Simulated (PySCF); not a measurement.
# Levels of B from EOM-EA-GCCSD

Reference: closed-shell B⁺, [He] 2s2; one electron is added. Calculated with PySCF 2.14, two-component X2C-1e with screened spin-orbit coupling, x2c-TZVPPall-2c with one added diffuse shell each of s, p, d type (6s4p3d1f, 40 functions); frozen nothing; all 76 virtual spinors kept. No Breit or QED terms. Binding energies in eV.

```
level  Koopmans
2p1/2     7.508
2p3/2     7.506
3s1/2     3.063
3p1/2     2.024
3p3/2     2.024
```

(1) How does correlation move these levels?

Only part of the computed levels is shown.

The screened spin-orbit operator tends to give fine-structure splittings of light species too large.

The highest levels are limited by the diffuse functions of the basis.

## Answers

(1) 2p1/2: second order 8.316, EOM-CCSD 8.218, NIST 8.298; 2p3/2: second order 8.314, EOM-CCSD 8.216, NIST 8.296; 3s1/2: second order 3.234, EOM-CCSD 3.275, NIST 3.334; 3p1/2: second order 2.154, EOM-CCSD 2.182, NIST 2.271; 3p3/2: second order 2.154, EOM-CCSD 2.182, NIST 2.271.
